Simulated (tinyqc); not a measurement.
MP2 on RHF in the sto-6g basis, frozen core, for OH-, spin multiplicity 1, step by step. The basis has no diffuse functions, so it cannot describe the extra electron: this is an exercise in the method, not the real anion. Computed by tinyqc, a small Python program that keeps every step (integrals from PySCF). Settings: charge = -1, multiplicity = 1, basis = sto-6g, method = RHF, frozen orbitals = 1, energy threshold = 1e-10, iteration cap = 51, orthogonalisation = symmetric, start = atomic densities, DIIS depth = 6. Command: `OMP_NUM_THREADS=1 python tinyqc.py 29348 29349 out.jsonl` (the two numbers bound the seeds that draw the settings). One thread of a shared host (Intel(R) Xeon(R) Processor @ 2.60GHz), about 0.1 s of CPU time with the checks. The early iterations of the SCF are left out here.

## One-electron integrals

Geometry (angstrom):

| atom | x | y | z |
|---|---|---|---|
| O | 0.000000 | 0.000000 | 0.000000 |
| H | 0.000000 | 0.000000 | 1.441000 |

Basis sto-6g: exponents (1/bohr^2) and contraction coefficients of normalised primitives:

| element | l (shell) | exponent | coefficient |
|---|---|---|---|
| O | s (1) | 1355.584234 | 0.009164 |
| O | s (1) | 248.544885 | 0.049361 |
| O | s (1) | 69.533902 | 0.168538 |
| O | s (1) | 23.886772 | 0.370563 |
| O | s (1) | 9.275933 | 0.416492 |
| O | s (1) | 3.820341 | 0.130334 |
| O | s (2) | 52.187762 | -0.013253 |
| O | s (2) | 10.329320 | -0.046992 |
| O | s (2) | 3.210345 | -0.033785 |
| O | s (2) | 1.235135 | 0.250242 |
| O | s (2) | 0.536420 | 0.595117 |
| O | s (2) | 0.245881 | 0.240706 |
| O | p (3) | 52.187762 | 0.003760 |
| O | p (3) | 10.329320 | 0.037679 |
| O | p (3) | 3.210345 | 0.173897 |
| O | p (3) | 1.235135 | 0.418036 |
| O | p (3) | 0.536420 | 0.425860 |
| O | p (3) | 0.245881 | 0.101708 |
| H | s (1) | 35.523221 | 0.009164 |
| H | s (1) | 6.513144 | 0.049361 |
| H | s (1) | 1.822143 | 0.168538 |
| H | s (1) | 0.625955 | 0.370563 |
| H | s (1) | 0.243077 | 0.416492 |
| H | s (1) | 0.100112 | 0.130334 |

Overlap, kinetic and nuclear-attraction integrals over the contracted functions; the nuclear repulsion is the sum of Za Zb / Rab.

nuclear repulsion = 2.93783323 hartree

overlap S, lower triangle:
```
           1O 1s     1O 2s    1O 2px    1O 2py    1O 2pz     2H 1s
1O 1s   1.000000
1O 2s   0.231145  1.000000
1O 2px  0.000000  0.000000  1.000000
1O 2py  0.000000  0.000000  0.000000  1.000000
1O 2pz  0.000000  0.000000  0.000000  0.000000  1.000000
2H 1s   0.018124  0.223761  0.000000  0.000000  0.216037  1.000000
```

kinetic energy T (hartree), lower triangle:
```
            1O 1s      1O 2s    1O 2px    1O 2py    1O 2pz     2H 1s
1O 1s   29.327197
1O 2s   -0.896024   0.842618
1O 2px   0.000000   0.000000  2.531309
1O 2py   0.000000   0.000000  0.000000  2.531309
1O 2pz   0.000000   0.000000  0.000000  0.000000  2.531309
2H 1s   -0.005446  -0.000853  0.000000  0.000000  0.049942  0.768522
```

nuclear attraction V (hartree), lower triangle:
```
             1O 1s      1O 2s     1O 2px     1O 2py     1O 2pz      2H 1s
1O 1s   -61.625544
1O 2s    -6.236165  -9.367352
1O 2px    0.000000   0.000000  -9.352508
1O 2py    0.000000   0.000000   0.000000  -9.352508
1O 2pz   -0.007247  -0.086128   0.000000   0.000000  -9.395848
2H 1s    -0.557609  -1.459952   0.000000   0.000000  -1.235263  -4.162381
```

core Hamiltonian H = T + V (hartree), lower triangle:
```
             1O 1s      1O 2s     1O 2px     1O 2py     1O 2pz      2H 1s
1O 1s   -32.298347
1O 2s    -7.132189  -8.524733
1O 2px    0.000000   0.000000  -6.821199
1O 2py    0.000000   0.000000   0.000000  -6.821199
1O 2pz   -0.007247  -0.086128   0.000000   0.000000  -6.864539
2H 1s    -0.563054  -1.460805   0.000000   0.000000  -1.185320  -3.393859
```

## Two-electron integrals

Functions are numbered as in S; the eight-fold symmetry (ij|kl) = (ji|kl) = (kl|ij) leaves the list below.

Two-electron integrals (ij|kl) in chemists' order, unique and non-zero (hartree):
```
(11|11) 4.787491   (21|11) 0.675884   (21|21) 0.121505   (22|11) 1.117379
(22|21) 0.249212   (22|22) 0.817383   (31|31) 0.025762   (32|31) 0.039145
(32|32) 0.180664   (33|11) 1.117381   (33|21) 0.249212   (33|22) 0.817382
(33|33) 0.880663   (41|41) 0.025762   (42|41) 0.039145   (42|42) 0.180664
(43|43) 0.047461   (44|11) 1.117381   (44|21) 0.249212   (44|22) 0.817382
(44|33) 0.785741   (44|44) 0.880663   (51|51) 0.025762   (52|51) 0.039145
(52|52) 0.180664   (53|53) 0.047461   (54|54) 0.047461   (55|11) 1.117381
(55|21) 0.249212   (55|22) 0.817382   (55|33) 0.785741   (55|44) 0.785741
(55|55) 0.880663   (61|11) 0.056203   (61|21) 0.009700   (61|22) 0.019515
(61|33) 0.019475   (61|44) 0.019475   (61|51) 0.000475   (61|52) 0.000938
(61|55) 0.019594   (61|61) 0.000789   (62|11) 0.164521   (62|21) 0.037344
(62|22) 0.139305   (62|33) 0.136877   (62|44) 0.136877   (62|51) 0.002995
(62|52) 0.023826   (62|55) 0.144161   (62|61) 0.003009   (62|62) 0.032327
(63|31) 0.003758   (63|32) 0.022374   (63|53) 0.004709   (63|63) 0.004091
(64|41) 0.003758   (64|42) 0.022374   (64|54) 0.004709   (64|64) 0.004091
(65|11) 0.132516   (65|21) 0.030454   (65|22) 0.120899   (65|33) 0.115882
(65|44) 0.115882   (65|51) 0.005772   (65|52) 0.040874   (65|55) 0.130932
(65|61) 0.002542   (65|62) 0.034040   (65|65) 0.039385   (66|11) 0.365275
(66|21) 0.084374   (66|22) 0.361404   (66|33) 0.349915   (66|44) 0.349915
(66|51) 0.006950   (66|52) 0.078734   (66|55) 0.384382   (66|61) 0.006818
(66|62) 0.117389   (66|65) 0.139990   (66|66) 0.774999
```

## Orthogonalisation

S = U s U^T; symmetric (Loewdin) form X = U s^(-1/2) U^T, so that X^T S X = 1.

eigenvalues of S: 0.646022  0.853538  1.000000  1.000000  1.129754  1.370686

X, lower triangle:
```
            1O 1s      1O 2s    1O 2px    1O 2py     1O 2pz     2H 1s
1O 1s    1.021175
1O 2s   -0.122059   1.042100
1O 2px   0.000000   0.000000  1.000000
1O 2py   0.000000   0.000000  0.000000  1.000000
1O 2pz  -0.002306   0.020016  0.000000  0.000000   1.018858
2H 1s    0.011755  -0.121744  0.000000  0.000000  -0.115160  1.039396
```

## Starting guess

The start is atomic minimal-basis densities projected into this basis (PySCF's MINAO start) and scaled to the electron count of each spin; this density is not idempotent, so its energy is not variational and may lie below the converged one.

D at the start, lower triangle:
```
            1O 1s      1O 2s    1O 2px    1O 2py    1O 2pz     2H 1s
1O 1s    2.381658
1O 2s   -0.546367   2.364355
1O 2px   0.000000   0.000000  1.455247
1O 2py   0.000000   0.000000  0.000000  1.455247
1O 2pz   0.007516  -0.040232  0.000000  0.000000  1.393173
2H 1s   -0.015168   0.070262  0.000000  0.000000  0.146988  1.108496
```

## Iteration 7 (converged): orbitals

converged F (hartree), lower triangle:
```
             1O 1s      1O 2s    1O 2px    1O 2py     1O 2pz     2H 1s
1O 1s   -19.830642
1O 2s    -4.812959  -1.741676
1O 2px    0.000000   0.000000  0.136688
1O 2py    0.000000   0.000000  0.000000  0.136688
1O 2pz   -0.010991   0.031409  0.000000  0.000000   0.559032
2H 1s    -0.382224  -0.320532  0.000000  0.000000  -0.223055  0.138687
```

Diagonalise F' = X^T F X, C = X C', fill 5 alpha and 5 beta electrons from the bottom; D = 2 C_occ C_occ^T. Each column has its largest component positive (the first on a tie).

F' = X^T F X (hartree), lower triangle:
```
            1          2         3         4          5         6
1  -19.513650
2   -2.461537  -0.887760
3    0.000000   0.000000  0.136688
4    0.000000   0.000000  0.000000  0.136688
5   -0.027982   0.091436  0.000000  0.000000   0.636746
6   -0.018858  -0.214566  0.000000  0.000000  -0.332899  0.268553
```

orbital energies (hartree): MO1 -19.833588, MO2 -0.618049, MO3 0.097262, MO4 0.136688, MO5 0.136688, MO6 0.858263

coefficients C:
```
              MO1        MO2        MO3       MO4        MO5        MO6
1O 1s    0.996954  -0.243893   0.052435  0.000000   0.000000  -0.041105
1O 2s    0.012982   0.994081  -0.281813  0.000000   0.000000   0.219795
1O 2px   0.000000   0.000000   0.000000  0.998206  -0.059870   0.000000
1O 2py   0.000000   0.000000   0.000000  0.059870   0.998206   0.000000
1O 2pz   0.000859  -0.019869   0.451011  0.000000   0.000000   0.920833
2H 1s   -0.001715   0.117463   0.814674  0.000000   0.000000  -0.656561
```

D after iteration 7, lower triangle:
```
            1O 1s      1O 2s    1O 2px    1O 2py    1O 2pz     2H 1s
1O 1s    2.112301
1O 2s   -0.488568   2.135567
1O 2px   0.000000   0.000000  2.000000
1O 2py   0.000000   0.000000  0.000000  2.000000
1O 2pz   0.058701  -0.293681  0.000000  0.000000  0.407612
2H 1s    0.024717  -0.225680  0.000000  0.000000  0.730182  1.354988
```

Within a degenerate level the vectors are fixed only up to a rotation; this is one choice.

## Convergence

Stop when the energy changes by less than 1e-10 hartree and every element of the error matrix X^T (F D S - S D F) X is below 3e-06.

Course of the cycle:

| iteration | E (hartree) | change | largest element of the error matrix |
|---|---|---|---|
| 1 | -79.64561379 | - | 5.38e-01 |
| 2 | -74.73631241 | 4.91e+00 | 5.95e-02 |
| 3 | -74.73871447 | -2.40e-03 | 2.10e-03 |
| 4 | -74.73871849 | -4.02e-06 | 4.76e-04 |
| 5 | -74.73871865 | -1.62e-07 | 2.30e-05 |
| 6 | -74.73871865 | -3.56e-10 | 2.02e-07 |
| 7 | -74.73871865 | -4.26e-14 | 9.26e-08 |

PySCF RHF in the same basis = -74.73871865 hartree

Converged in 7 iterations.

## Populations, bond orders and dipole

Mulliken: Z minus the diagonal of D S on the atom; Loewdin: the same with S^(1/2) D S^(1/2); Mayer order: 2 sum_s sum (D(s) S)_ij (D(s) S)_ji over the two atoms.

Charges (e):

| atom | Mulliken | Loewdin |
|---|---|---|
| 1O | -0.537316 | -0.546558 |
| 2H | -0.462684 | -0.453442 |

Mayer bond orders:

| pair | order |
|---|---|
| 2-1 | 0.785924 |

dipole moment about the origin, x y z (debye): 0.000000  0.000000  -2.655078

## Integrals over molecular orbitals

(pq|rs) = sum C_ip C_jq C_kr C_ls (ij|kl), one index at a time.

one-electron integrals over orbitals h = C^T H C (hartree), lower triangle:
```
            1          2          3          4          5          6
1  -32.285971
2    0.632372  -7.236511
3   -0.133220   0.567804  -4.430672
4    0.000000   0.000000   0.000000  -6.821199
5    0.000000   0.000000   0.000000   0.000000  -6.821199
6    0.107331  -0.517546  -1.620970   0.000000   0.000000  -5.831039
```

Two-electron integrals over orbitals (pq|rs), unique and non-zero (hartree); the lowest 1 orbital is frozen and left out:
```
(22|22) 0.766756    (32|22) -0.070700   (32|32) 0.084967    (33|22) 0.493842
(33|32) 0.037988    (33|33) 0.609954    (42|42) 0.166146    (43|42) -0.029416
(43|43) 0.019139    (44|22) 0.788804    (44|32) -0.079879   (44|33) 0.476656
(44|44) 0.880663    (52|52) 0.166146    (53|52) -0.029416   (53|53) 0.019139
(54|54) 0.047461    (55|22) 0.788804    (55|32) -0.079879   (55|33) 0.476656
(55|44) 0.785741    (55|55) 0.880663    (62|22) 0.049241    (62|32) 0.066178
(62|33) 0.007702    (62|44) 0.056159    (62|55) 0.056159    (62|62) 0.119587
(63|22) 0.187180    (63|32) -0.082385   (63|33) -0.058267   (63|44) 0.193010
(63|55) 0.193010    (63|62) 0.005891    (63|63) 0.187932    (64|42) 0.021980
(64|43) 0.017210    (64|64) 0.038123    (65|52) 0.021980    (65|53) 0.017210
(65|65) 0.038123    (66|22) 0.682210    (66|32) -0.011322   (66|33) 0.565801
(66|44) 0.675393    (66|55) 0.675393    (66|62) 0.063847    (66|63) 0.104336
(66|66) 0.701320
```

## Second-order Moller-Plesset energy

Hartree-Fock energy = -74.73871865 hartree

E2 = sum_ijab (ia|jb) [2 (ia|jb) - (ib|ja)] / (e_i + e_j - e_a - e_b) over occupied i, j and virtual a, b; the opposite-spin part is (ia|jb)^2 / denominator, the rest is same-spin, and SCS-MP2 scales them by 6/5 and 1/3.

Terms:

| i | j | a | b | (ia\|jb) | (ib\|ja) | denominator | term |
|---|---|---|---|---|---|---|---|
| 3 | 3 | 6 | 6 | 0.187932 | 0.187932 | -1.522002 | -0.023205 |
| 2 | 2 | 6 | 6 | 0.119587 | 0.119587 | -2.952626 | -0.004843 |
| 5 | 5 | 6 | 6 | 0.038123 | 0.038123 | -1.443151 | -0.001007 |
| 4 | 4 | 6 | 6 | 0.038123 | 0.038123 | -1.443151 | -0.001007 |
| 2 | 3 | 6 | 6 | 0.005891 | 0.005891 | -2.237314 | -0.000016 |
| 3 | 2 | 6 | 6 | 0.005891 | 0.005891 | -2.237314 | -0.000016 |

Pair energies (hartree; pair i-j sums ij and ji):

| pair | opposite spin | same spin |
|---|---|---|
| 2-2 | -0.004843 | 0.000000 |
| 3-2 | -0.000031 | 0.000000 |
| 3-3 | -0.023205 | 0.000000 |
| 4-4 | -0.001007 | 0.000000 |
| 5-5 | -0.001007 | 0.000000 |

MP2 correlation energy = -0.03009394 hartree

SCS-MP2 correlation energy = -0.03611272 hartree

MP2 total energy = -74.76881259 hartree
